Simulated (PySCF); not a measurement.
Gas-phase reaction: 3 BH2 + 2 HCl + N → BCl2NH2 + B2H6

Computed with PySCF (xtb for GFN2) and rigid-rotor harmonic-oscillator thermochemistry at 1 bar. † marks an energy on the PBE0/def2-TZVP geometry and frequencies; other levels use their own. Open shells (unrestricted): BH2 (multiplicity 2), N (multiplicity 4); the rest are closed-shell singlets. GFN2 has no spin-polarisation term. BCl2NH2: computed as isolated molecules; such fragments, hydroxides, amides, oligomers or adducts are transient or little studied in the gas.

GFN2-xTB gives ΔH°(298 K) = -1959 kJ.

Task: What do LDA/def2-TZVP†, PBE0/def2-TZVP, BLYP/def2-TZVP† give?

Result: LDA/def2-TZVP†: -1952 kJ; PBE0/def2-TZVP: -1648 kJ; BLYP/def2-TZVP†: -1584 kJ. For scale, ΔH°(298 K) is -1959 kJ at this level, -1664 kJ at ωB97M-V/def2-TZVP†, and runs from -1959 to -1104 kJ over the 20 levels computed († marks an energy on the PBE0/def2-TZVP geometry).
